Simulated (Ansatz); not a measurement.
## Worked example: the step energy

An elementary step of CH8NSi, doublet (CH₅N ([CH3][NH2]) + SiH₃ → CH₄N ([CH2][NH2]) + SiH₄; H–C broken or loosened, H–Si formed or tightened). “Start” and “end” are the PBE0-D4/def2-TZVP structures reached by relaxing down either side of its saddle point, with the molecules still in contact.

Ansatz 0.2.0; basis: def2-TZVPP and def2-QZVPP; cores frozen in the correlated methods; orbitals are unrestricted.

Energies in eV:

| quantity | end | start |
| --- | --- | --- |
| Hartree–Fock, triple zeta (X = 3) | -10500.59953 | -10500.64926 |
| Hartree–Fock, quadruple zeta (X = 4) | -10500.98673 | -10501.03247 |
| MP2 correlation, X = 3 | -14.10467 | -14.27140 |
| MP2 correlation, X = 4 | -15.07491 | -15.22980 |
| CCSD(T) correlation, X = 3 | -16.05797 | -16.14784 |

Task: Work out the step energy at the basis limit: extrapolate Hartree–Fock as E(X) = E∞ + A exp(−7.88 √X) and the MP2 correlation as E(X) = E∞ + B X^−2.97 (the exponents that Neese and Valeev fitted for def2-TZVPP and QZVPP), then add CCSD(T) − MP2 in triple zeta.

Result: Each step is linear, so take the differences first (end − start): Hartree–Fock 0.04973 (X = 3) and 0.04574 (X = 4); MP2 correlation 0.16673 and 0.15489; CCSD(T) correlation 0.08987.
Two points give E∞ = E(4) + w [E(4) − E(3)], with w = 1/(exp(7.88 (2 − √3)) − 1) = 0.1377 for Hartree–Fock and w = 1/((4/3)^2.97 − 1) = 0.7407 for the correlation.
Hartree–Fock: 0.04574 + 0.1377 × (-0.00399) = 0.0452 eV.
MP2 correlation: 0.15489 + 0.7407 × (-0.01184) = 0.1461 eV.
CCSD(T) − MP2: 0.08987 − 0.16673 = -0.0769 eV.
Sum: 0.0452 + 0.1461 + (-0.0769) = 0.1144 eV, or 2.64 kcal/mol. Plain CCSD(T) in triple zeta gives 0.1396 eV, so the larger basis shifts the result by -0.0252 eV.

T1 diagnostic: at most 0.017. ⟨S²⟩ of the unrestricted Hartree–Fock references: 0.75 to 0.78 (a pure state has 0.75).

Radical steps of this kind take place in plasma deposition and etching.

Labels in which every atom is bracketed show which atoms are joined, not bond orders.

For scale, one of the runs: CCSD(T)/def2-TZVPP, 216 basis functions, launched by `ansatz run in.yaml --threads 4 --pin off --events-out ev --progress --plain --max-ram 9574MiB`. Time: 2.8 min of wall clock on 4 CPU threads of an Arm Neoverse V1; the host was shared. Peak host memory: 8.2 GiB.
